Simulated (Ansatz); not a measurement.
# SiNH5 (singlet): from Hartree-Fock to the top rungs at distance Si1–N2 = 1.548 Å, cc-pVTZ

An exercise on one series of results from a longer session: the logs are not shown, and one member is left open.

Method: cc-pVTZ, core rule «outside noble gas», up to 6 orbitals frozen; program: Ansatz 0.2.0, Gaussian basis.

Plan: UHF; CCSD(T) on RHF; BCCD(T) on RHF; CCSDT(Q) on RHF.

### The system

The geometry derives from a PBE0/def2-TZVP stationary point (not a proven minimum). One bond is set to the value named and the two fragments are kept rigid.

7 atoms, charge 0, spin multiplicity 1.

Atoms are counted from 1 here; the program's logs count them from 0.

Bond lengths: Si1–N2 1.548 Å, Si1–H3 1.486 Å, Si1–H4 1.486 Å, Si1–H5 1.494 Å, N2–H6 1.007 Å, N2–H7 1.007 Å. Angles: N2–Si1–H3 107.9°, N2–Si1–H4 107.9°, N2–Si1–H5 116.0°, H3–Si1–H4 110.5°, H3–Si1–H5 107.3°, H4–Si1–H5 107.3°, Si1–N2–H6 119.6°, Si1–N2–H7 119.6°, H6–N2–H7 110.6°.

As a file:

```csv
atom,x (Å),y (Å),z (Å)
Si1,-0.0091,0.0000,0.5141
N2,0.0495,0.0000,-1.0328
H3,0.6865,-1.2207,0.9973
H4,0.6865,1.2207,0.9973
H5,-1.3763,0.0000,1.1167
H6,-0.2154,-0.8283,-1.5411
H7,-0.2154,0.8283,-1.5411
```

The first run:

Contents of in.yaml:

```yaml
crystal:
  periodic: [false, false, false]
  atoms:
    - {symbol: Si, position_ang: [-0.009126, 0.000000, 0.514053]}
    - {symbol: N, position_ang: [0.049537, 0.000000, -1.032835]}
    - {symbol: H, position_ang: [0.686494, -1.220684, 0.997273]}
    - {symbol: H, position_ang: [0.686492, 1.220686, 0.997273]}
    - {symbol: H, position_ang: [-1.376308, -0.000001, 1.116694]}
    - {symbol: H, position_ang: [-0.215382, -0.828320, -1.541138]}
    - {symbol: H, position_ang: [-0.215384, 0.828319, -1.541138]}
basis:
  gaussian: {orbitals: cc-pVTZ}
magnetization: {spin_polarized: true, initial_magnetization: 0}
hamiltonian: {xc: hf}
output: {orbitals: {seedname: orbitals}}
```

Run with:

```
$ ansatz run in.yaml --threads 1 --pin off --events-out ev --progress --plain --max-ram 2816MiB --backend cpu
```

Among the steps run: UHF; CCSD(T) on RHF; BCCD(T) on RHF; CCSDT(Q) on RHF.

One of the session's tables, all rows but one given; the rest of the session is left out.

```
   method  from RCCSDT(Q) (kcal/mol)
      RHF                    +247.62
     RMP2                     +27.56
    RCCSD                      +8.10
 RCCSD(T)                      +0.68
  BCCD(T)                      +0.65
   RCCSDT                          ?
RCCSDT(Q)                          0
```

Q: Estimate the row for RCCSDT from the others.

As computed: from RCCSDT(Q) (kcal/mol): +0.28. In the column «from RCCSDT(Q) (kcal/mol)» it lies between RCCSDT(Q) (0) and BCCD(T) (+0.65).
